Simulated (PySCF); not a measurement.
C₄H₇ClO.
SMILES with atom numbers: `[Cl:1][CH2:2][CH:3]1[CH2:4][O:5][CH2:6]1` (hydrogens: H7, H8 on C2; H9 on C3; H10, H11 on C4; H12, H13 on C6)

Structure used (PBE0-D3(BJ)/def2-SVP), in Å, numbered top down from 1:
```
atom  x, y, z in Å
Cl1    0.1196   -2.7607   -1.2079
C2    -0.7944   -1.4510   -0.4011
C3    -0.1313   -0.1168   -0.6220
C4    -0.6225    1.0294    0.2790
O5     0.6426    1.1402    0.9158
C6     1.2022    0.1106    0.1033
H7    -1.8160   -1.4693   -0.8064
H8    -0.8375   -1.7003    0.6693
H9    -0.1110    0.1201   -1.6955
H10   -1.4324    0.7640    0.9843
H11   -0.9138    1.9528   -0.2521
H12    2.0307    0.4743   -0.5283
H13    1.5634   -0.7513    0.6926
```

Level: B3LYP/def2-SVPD in PySCF, non-relativistic, on one gas-phase PBE0-D3(BJ)/def2-SVP geometry that isn't relaxed in the solvent. The solvent is an IEF-PCM continuum (cavity from Bondi-type radii × 1.2), and excitations are vertical TDDFT with non-equilibrium linear response and a frozen core. Only the electrostatic response of the medium enters.

```json
{"run": "gas", "E − E(gas) (kJ/mol)": "0.00", "HOMO (eV)": "-7.30", "HOMO–LUMO gap (eV)": "7.27", "dipole (D)": "1.70", "lowest singlet (eV)": "6.43", "static polarisability (au)": "65.2"}
{"run": "P", "E − E(gas) (kJ/mol)": "-22.90", "HOMO (eV)": "-7.19", "HOMO–LUMO gap (eV)": "7.39", "dipole (D)": "2.33", "lowest singlet (eV)": "6.58", "static polarisability (au)": "86.8"}
{"run": "Q", "E − E(gas) (kJ/mol)": "-23.61", "HOMO (eV)": "-7.19", "HOMO–LUMO gap (eV)": "7.39", "dipole (D)": "2.35", "lowest singlet (eV)": "6.59", "static polarisability (au)": "87.7"}
```

The runs were made in methanol and water. Which run belongs to which solvent?

P = methanol, Q = water. The dielectric constants are 32.61 (methanol), 78.36 (water), and the energy falls further as ε rises. The optical constants n² used for the excitations are 1.77, 1.78 in the same order. In this model the ground state sees the solvent through ε alone.

How constant is the ratio of the lowering to (ε − 1)/(2ε + 1)?

```tsv
solvent	(ε − 1)/(2ε + 1)	E − E(gas) (kJ/mol)	ratio (kJ/mol)	polarisation term (kJ/mol)
methanol	0.477	-22.90	-48.0	-27.22
water	0.490	-23.61	-48.1	-28.22
```

The ratio changes by +0.3 % in size from methanol to water. The polarisation term is half the interaction of the solute with the induced surface charges.
